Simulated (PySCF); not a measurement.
Molecule: `C[CH2][AlH2]`, C₂H₇Al.

Molfile (atoms numbered from 1):
```
C2H7Al
     RDKit          3D

 10  9  0  0  0  0  0  0  0  0999 V2000
   -1.2214   -0.0482    0.5450 C   0  0  0  0  0  0  0  0  0  0  0  0
   -0.1953    0.2598   -0.5444 C   0  0  0  0  0  0  0  0  0  0  0  0
    1.6840   -0.1771   -0.1747 Al  0  0  0  0  0  3  0  0  0  0  0  0
   -2.2473    0.2238    0.2458 H   0  0  0  0  0  0  0  0  0  0  0  0
   -1.0039    0.4963    1.4781 H   0  0  0  0  0  0  0  0  0  0  0  0
   -1.2349   -1.1192    0.8043 H   0  0  0  0  0  0  0  0  0  0  0  0
   -0.2285    1.3324   -0.8189 H   0  0  0  0  0  0  0  0  0  0  0  0
   -0.4626   -0.2571   -1.4872 H   0  0  0  0  0  0  0  0  0  0  0  0
    2.1225   -0.8641    1.1972 H   0  0  0  0  0  0  0  0  0  0  0  0
    2.7961    0.1581   -1.2679 H   0  0  0  0  0  0  0  0  0  0  0  0
  1  2  1  0
  2  3  1  0
  1  4  1  0
  1  5  1  0
  1  6  1  0
  2  7  1  0
  2  8  1  0
  3  9  1  0
  3 10  1  0
M  END
```

Geometry PBE0-D3(BJ)/def2-SVP throughout; GIAO in PySCF 2.14.0 with density-fitted response routines, gas phase, one conformer, non-relativistic; equivalent atoms averaged; functional PBE0.

Problem. How do the absolute shieldings σ depend on the basis set? (ppm; last column core-seconds on shared hosts with different chips, so compare them loosely)

Solution. 
```
    basis set  functions     C1     C2    Al3  H9/H10  H4/H5/H6  H7/H8  core-s
       STO-3G         26  215.4  224.5  290.5   29.52     31.99  32.66     1.3
        6-31G         45  187.2  186.4  318.4   25.96     31.19  32.06     2.2
     pcSseg-0         45  181.2  183.2  221.1   26.20     31.47  32.39     2.4
       6-31G*         60  182.2  183.8  322.4   25.84     30.73  31.62     2.9
     def2-SVP         81  183.2  184.7  307.6   25.78     30.23  31.03     3.5
      cc-pVDZ         81  184.2  184.8  333.6   25.60     30.08  30.76     3.9
     pcSseg-1         93  173.4  175.0  262.4   25.83     30.01  30.87      10
6-311+G(2d,p)        131  176.2  176.6  264.3   25.84     30.32  31.05     6.8
  aug-cc-pVDZ        136  184.1  183.5  333.7   25.65     30.09  30.77     7.3
    def2-TZVP        141  175.6  176.3  265.2   25.87     30.29  31.03     7.7
     IGLO-III        184  172.9  173.7  267.0   25.90     30.16  30.91      11
      cc-pVTZ        192  176.3  177.4  269.4   25.83     30.08  30.82      12
     pcSseg-2        213  172.8  174.0  262.4   25.86     30.03  30.80      14
```

Problem. Which nucleus moves most, in ppm?

Solution. Al3 (aluminium bonded to C, 2 H): from 221.1 ppm with pcSseg-0 to 333.7 ppm with aug-cc-pVDZ. The smallest spread is 1.90 ppm, at H7/H8. Proton shifts span only some 12 ppm, so a few tenths of a ppm matter as much there as several ppm in carbon.

Problem. Taking the largest basis, pcSseg-2 (213 functions), as the yardstick, rank the others by their worst heavy-atom deviation.

Solution. pcSseg-1 1.0 ppm (93 functions), def2-TZVP 2.8 ppm (141 functions), 6-311+G(2d,p) 3.4 ppm (131 functions), IGLO-III 4.6 ppm (184 functions), cc-pVTZ 7.0 ppm (192 functions), pcSseg-0 41.2 ppm (45 functions), def2-SVP 45.2 ppm (81 functions), STO-3G 50.5 ppm (26 functions), 6-31G 56.1 ppm (45 functions), 6-31G* 60.0 ppm (60 functions), cc-pVDZ 71.3 ppm (81 functions), aug-cc-pVDZ 71.3 ppm (136 functions).

A small basis that lands close on one nucleus may do so by chance; judge by the trend and by all nuclei.
